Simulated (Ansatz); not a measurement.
Born–Oppenheimer molecular dynamics of AlCl$_{2}$H (4 atoms, charge 0, multiplicity 1). It starts from a relaxed structure.

Theory: Ansatz 0.2.0, RKS PBE-D4/def2-SVP.

```yaml
ensemble: NVE (velocity Verlet)
time_step: 1 fs
steps_asked: 150
starting_velocities_drawn_for: 1500 K
masses: H 3.016 u
seed: 190339
```

First frame:

```xyz
4
Properties=species:S:1:pos:R:3
Al -0.018 0.000 0.010
Cl -0.053 0.000 2.115
H 1.348 0.000 -0.778
Cl -1.858 0.000 -1.012
```

Question: How far do the bonds stretch over the last three quarters of this one trajectory? (Pairs bonded in most of those frames.)

Answer: 
```
   bond  mean (Å)  spread (Å)  shortest  longest
Al1–Cl2     2.102       0.022      2.06     2.14
 Al1–H3     1.635       0.147      1.40     1.83
Al1–Cl4     2.104       0.038      2.06     2.18
```

Mean temperature of the second half: 719 K. The conserved energy stayed within 1.2 meV per atom of its start (net change -0.018 meV per atom), so the integration is sound. Over the second half the temperature averaged 0.48 of the 1500 K drawn at the start: a run that starts near a minimum puts about half its kinetic energy into the potential. A run of 0.15 ps of so small a system gives no equilibrium averages.

Time of the run: 3 min on 1 thread of Arm Neoverse V1 (shared host), peak memory 0.099 GiB.
